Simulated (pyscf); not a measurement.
HO–Zr(OH)(F)–F + hydrogen (H₂) → water (H₂O) + HO–ZrH(F)–F, a four-centre exchange (singlet surface; O–Zr, H–H broken, H–O, H–Zr formed). Optimised with ωB97X-D3(BJ)/def2-SVP in PySCF. Energies in eV from the separated reactants.

Small-basis levels: PySCF, no dispersion term, spherical d functions. 

Question: Quick HF/6-31G*+LANL2DZ single points give ΔE‡ = 2.00 eV and ΔE = +1.58 eV. What does ωB97M-D3(BJ)/def2-TZVP give, and how far is the quick result from it?

Answer: ωB97M-D3(BJ)/def2-TZVP gives ΔE‡ = 1.42 eV and ΔE = +1.60 eV. HF/6-31G*+LANL2DZ lies 0.58 eV over it in the barrier and 0.02 eV under it in the reaction energy, so on this step it does not hold to within 0.13 eV. ωB97M-D3(BJ)/def2-TZVP has limits of its own. On the product side the descent ends in an adduct with a O–Zr contact (not fully relaxed), 0.75 eV under the separated species and 0.47 eV under the saddle at ωB97X-D3(BJ)/def2-TZVP. At ωB97M-D3(BJ) the saddle lies under the separated products, which points to a path from their complex (located at ωB97X-D3(BJ) alone), and parting the products costs more than the saddle. What is counted as broken (O–Zr) persists as a longer contact in the product adduct; parting that adduct is a step of its own. At the saddle there is also a short H–Zr contact that neither side keeps. This is the saddle that the search found; another between the same sides may lie lower. In the def2 sets elements past Kr carry core potentials, without spin-orbit coupling.
